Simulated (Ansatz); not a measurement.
**BNH3 (doublet): wave-function methods side by side, def2-QZVPP**

An exercise on one series of results from a longer session: the logs are not shown, and one member is left open.

The runs use Ansatz 0.2.0, Gaussian basis; def2-QZVPP, core rule «outside noble gas», up to 2 orbitals frozen.

The runs, in order: UHF; ROHF; CCSD(T) on UHF.

2 further runs of the same task are left out: 2 set aside as unsound or not needed.

### The system

The geometry is a PBE0/def2-TZVP stationary point (not a proven minimum).

5 atoms, charge 0, spin multiplicity 2.

Atoms are counted from 1 here; the program's logs count them from 0.

Bond lengths: B1–N2 1.374 Å, B1–H3 1.195 Å, N2–H4 1.011 Å, N2–H5 1.007 Å. Angles: N2–B1–H3 125.1°, B1–N2–H4 123.7°, B1–N2–H5 123.2°, H4–N2–H5 113.1°.

The first run:

Input file in.yaml:

```yaml
crystal:
  periodic: [false, false, false]
  atoms:
    - {symbol: B, position_ang: [0.000000, -0.179775, 0.786527]}
    - {symbol: N, position_ang: [0.000000, 0.067403, -0.564987]}
    - {symbol: H, position_ang: [0.000000, 0.657847, 1.639246]}
    - {symbol: H, position_ang: [0.000000, 0.995722, -0.965199]}
    - {symbol: H, position_ang: [0.000000, -0.661987, -1.258945]}
basis:
  gaussian: {orbitals: "def2-QZVPP.json"}
magnetization: {spin_polarized: true, initial_magnetization: 1}
hamiltonian: {xc: hf}
output: {orbitals: {seedname: orbitals}}
```

Run with:

```sh
$ ansatz run in.yaml --threads 1 --pin off --events-out ev --progress --plain --max-ram 2393MiB
```

Steps of the session up to this table: UHF; ROHF; CCSD(T) on UHF.

One table of the session follows, with a row left open; its other results are not shown here.

It belongs to the step «Misses and costs». 

```
  method  from UCCSD(T) (kJ/mol)
    ROHF                       ?
     UHF                  +905.8
    UMP2                   +76.5
   UCCSD                   +33.5
UCCSD(T)                       0
```

Q: Estimate the row for ROHF from the others.

**Answer.** from UCCSD(T) (kJ/mol): +909.7. In the column «from UCCSD(T) (kJ/mol)» it is the highest.
